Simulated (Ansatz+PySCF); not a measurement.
Two shapes of singlet CH₃F.

Shape 1:

```xyz
5

C     0.0000    0.0000   -0.6187
F     0.0000    0.0000    0.7447
H     0.0000   -1.0360   -0.9966
H    -0.8972    0.5180   -0.9966
H     0.8972    0.5180   -0.9966
```

Shape 2:

```xyz
5

C     0.0000    0.0000   -0.6682
F     0.0000    0.0000    0.8043
H     0.0000   -1.1189   -1.0763
H    -0.9690    0.5595   -1.0763
H     0.9690    0.5595   -1.0763
```

Basis set: def2-SVP (spherical functions). Left uncorrelated: 2 orbitals. Charge 0, multiplicity 1.

Computed with Ansatz (development build ahead of 0.2.0); each method stands on the lowest determinant of its kind that the runs found.

Which shape is lower in energy, and by how much in each method?

```tsv
method	E(2) − E(1) (eV)
RHF	0.767
UHF	0.767
RHF-MP2	0.567
RHF-CCSD(T)	0.521
UHF-CCSD(T)	0.521
```

Shape 1 is lower.
